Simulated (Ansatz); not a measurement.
**Lattice parameter c of hcp Mg: levels of theory against measurement**

Reference value: 5.210 Å (measured, 293 K, no zero-point or thermal correction; as tabulated in Wikipedia's data pages).

Put these levels in order of the lattice parameter c that they give for hcp Mg, smallest first: Hartree–Fock (Ansatz, an electronic-structure program), LDA (Ansatz), r²SCAN+rVV10 (Ansatz).

LDA (5.083 Å), r²SCAN+rVV10 (5.144 Å), Hartree–Fock (5.280 Å)

Differences against the reference: LDA -2.44 %, r²SCAN+rVV10 -1.27 %, Hartree–Fock +1.34 %.

The reference isn't brought to a static lattice, while the calculations are for one, so the differences are not the levels' errors alone.  Cutoffs and k meshes differ between the levels. Ansatz's density-functional and Hartree–Fock values are scalar-relativistic unless marked +SOC, with PAW data made under PBE.

Differences are worked out from the printed values.
